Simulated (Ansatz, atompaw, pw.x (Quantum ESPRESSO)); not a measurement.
hafnium (Hf): one change to the PAW (atompaw) potential, in the atom and in the bcc crystal

atompaw 4.2.0.5 input, output lines left out:

```
Hf 72
GGA-PBESOL scalarrelativistic loggrid 2001 logderivrange -2 5 176
6 6 5 4 0 0
6 1 0
5 2 2
0 0 0
c
c
c
c
c
v
c
c
c
c
v
c
c
v
c
2
3.00 2.50 2.80 2.55
y
0.2
n
y
2
n
y
1.4
n
custom rrkj gramschmidtortho besselshape
3 0 ultrasoft
3.00
3.00
3.00
3.00
1.70
3.00
```

Change: reference 5d2.5 6s1.5 6p0.

Cutoffs, loose and tight: the cutoffs (Ry, on a coarse ladder) from which the occupation-weighted sum of valence levels, in a spherical-Bessel basis at the reference potential, stays within 10 and 1 mRy of its value at 400 Ry. They see the waves and projectors alone, not the compensation charge or the core.

Crystal test: bcc Hf in pw.x 7.5, no spin, 13³ k-points, Fermi–Dirac smearing 0.01 Ry, cutoffs set for each file from its atomic test. The reference is all-electron LAPW (Ansatz 0.2.0) with the same functional, mesh and smearing; V0 and B0 come from Birch–Murnaghan fits to the pressures at five volumes. Errors are pseudo minus all-electron; Δ is the rms difference of the E(V) curves that follow from these fits, minima aligned, over ±6 % about the mean V0. Mesh and smearing are coarse, so the numbers serve the comparison and aren't converged zero-temperature values; the lattice is a test structure that the element need not adopt.

All-electron: a0 = 3.497 Å (V0 = 21.39 Å³/atom), B0 = 103.7 GPa.

Task: Does the change bring the crystal closer to the all-electron result?

Result: The mean pressure error goes from +0.77 to -0.07 GPa, so the change moves the solid closer to the all-electron pressures. At 80 % of its cutoff the pressure of the changed file moves by -0.40 GPa.

| quantity | base | changed |
| --- | --- | --- |
| outcome (atom) | generated | generated |
| cutoff, loose (atom) | 30 Ry | 30 Ry |
| cutoff, tight (atom) | 35 Ry | 35 Ry |
| bound ghosts (atom) | none | none |
| cutoffs in pw.x (Ry) | 45/450 | 45/450 |
| a0 (Å) | 3.505 | 3.496 |
| a0 error (%) | +0.22 | -0.03 |
| B0 error (%) | +5.5 | +5.9 |
| Δ (meV/atom) | 3.5 | 0.7 |
| mean pressure error (GPa) | +0.77 | -0.07 |

Base: The largest radius (3.00 bohr) exceeds half the bond length (2.86 bohr), so the spheres overlap, which is one possible source of error among others. Changed file: The largest radius (3.00 bohr) exceeds half the bond length (2.86 bohr), so the spheres overlap, which is one possible source of error among others. The atomic cutoffs weigh occupied waves only.
